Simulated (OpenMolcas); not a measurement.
# CH7BSi (SMILES CB[SiH3]): methods side by side

CH7BSi: 10 atoms, total charge 0, spin state singlet. SMILES: `CB[SiH3]`. The shape is that of a PBE0-D4/def2-TZVP optimisation.

```xyz
10

C    -1.0879    0.9750   -0.5769
B     0.1120    0.0003   -0.6899
Si    1.0141   -0.8831    0.8848
H    -1.9584    0.3075   -0.7162
H    -1.1579    1.7122   -1.3800
H    -1.2286    1.4541    0.3934
H     0.5168   -0.2882   -1.7837
H     1.1542   -2.3541    0.6855
H     0.3249   -0.6542    2.1867
H     2.3937   -0.3208    0.9993
```

Quantity: the energy change with the B2–H7 bond stretched from 1.201 to 2.163 Å, in eV. The values are calculated.

```tsv
level	kind	program	value (eV)	CPU time (all runs)
SVWN5/6-311+G** (restricted)	LDA	OpenMolcas	2.75	2.1 min
BLYP/6-311+G** (restricted)	GGA	OpenMolcas	2.71	2.3 min
PBE/6-311+G** (restricted)	GGA	OpenMolcas	2.74	2.7 min
M06-L/6-311+G** (restricted)	meta-GGA	OpenMolcas	2.97	3.3 min
TPSS/6-311+G** (restricted)	meta-GGA	OpenMolcas	2.85	3.3 min
B3LYP/6-311+G** (restricted)	global hybrid	OpenMolcas	2.91	2.8 min
BHLYP/6-311+G** (restricted)	global hybrid	OpenMolcas	3.16	2.6 min
MP2/6-311+G** (restricted)	perturbation theory	OpenMolcas	3.13	57 s
```

The first shape isn't each level's own minimum. The values span 2.71 to 3.16 eV. CPU times are rough (shared hosts, several kinds of processor): they show what a rung costs within a factor of a few.
